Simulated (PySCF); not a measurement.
## Calculated NMR parameters of 5-methylisoxazole

```yaml
Formula: C4H5NO
SMILES: Cc1ccno1
InChI: InChI=1S/C4H5NO/c1-4-2-3-5-6-4/h2-3H,1H3
Point_group_of_the_computed_structure: Cs
Degrees_of_unsaturation: 3
Carbon_signals: 4
Proton_signals: 3
```

Mapped SMILES: `[CH3:1][c:2]1[cH:3][cH:4][n:5][o:6]1`. Hydrogens are named by the atom that carries them.

[PySCF 2.14: shielding tensors at PBE0/pcSseg-1 (GIAO); GFN2-xTB structure; spin–spin couplings from B3LYP/pcJ-1 (spin–dipole term only in couplings to heteroatoms); non-relativistic Hamiltonian; isolated molecule; single conformer; averaged over atoms made equivalent by symmetry, fast rotation or ring inversion]

References, each an isolated molecule treated in the same way: TMS for 1H (31.72 ppm), 13C (186.93 ppm); 15N (267.73 ppm) vs NH3; 17O (336.08 ppm) vs H2O.

| carbon | δC, type | δH (multiplicity, J in Hz) | HMBC from (abs. J ≥ 3 Hz) | span of the C tensor (ppm) |
| --- | --- | --- | --- | --- |
| C1 | 14.7, CH3 | 2.63 (d, 1.1) | – | 29 |
| C2 | 176.4, C | – | H(C4), H(C3), H(C1) | 177 |
| C3 | 108.6, CH | 6.11 (dq, 2.0, 1.1) | H(C4), H(C1) | 147 |
| C4 | 153.7, CH | 8.16 (d, 2.0) | H(C3) | 206 |

Other nuclei:
```tsv
atoms	nucleus	environment	δ (ppm)	σ (ppm)
N5	15N	pyridine-type nitrogen of an azole	422.2	-154.5
O6	17O	aromatic ring oxygen	410.9	-74.8
```

Selected couplings (Hz, signed; the shortest-range and largest first, 30 at most; isotopes 13C, 1H, 15N): 1J(C4,H(C4)) 196.3, 1J(C3,H(C3)) 186.8, 1J(C1,H(C1)) 135.7, 1J(C2,C3) 75.6, 1J(C1,C2) 55.2, 1J(C3,C4) 54.4, 1J(C4,N5) 4.2, 2J(N5,H(C4)) -16.5, 2J(C1,C3) 7.0, 2J(C2,C4) 3.6, 2J(C2,N5) 2.2, 2J(C3,N5) 1.2, 3J(C1,C4) 2.9, 3J(H(C3),H(C4)) 2.0, 3J(N5,H(C3)) -1.2, 4J(H(C1),H(C3)) -1.1.

- Carbon types of the structure: 1 × C, 2 × CH, 1 × CH3, which accounts for all hydrogens.
- δC 176.4: substituted aromatic carbon next to the ring oxygen.
- δC 153.7: aromatic CH next to a ring nitrogen; the adjacent pyridine-type nitrogen withdraws density from it.
- δC 108.6: aromatic CH.
- δC 14.7: methyl carbon on an aromatic ring; a saturated carbon with 1 carbon neighbour and no heteroatom attached.
- δH 6.11: hydrogen on an aromatic CH; it sits in the deshielding region of the aromatic ring current.

Multiplet labels drop couplings under 1 Hz and merge nearly equal ones. Unscaled 3J(H,H) at this level run about 10 % above measured values. Shifts are as computed. Against solution values, carbons near 30 ppm lie about +3 ppm off and those near 130 ppm about +5 ppm. Of 1211 compounds with measured shifts, 218 miss one by over three times the rms of a fit or turn the order of signals round; such compounds aren't used in these exercises. Unscaled 17O shifts of doubly bonded oxygen tend to come out too high, by tens of ppm or more. Experimental scales use liquid or dissolved standards, which lie at an offset from isolated NH3 (liquid NH3: subtract about 20 ppm) and H2O (liquid H2O: subtract about 36 ppm). Unscaled 15N shifts of sp2 nitrogen come out 20 to 40 ppm too high even then.
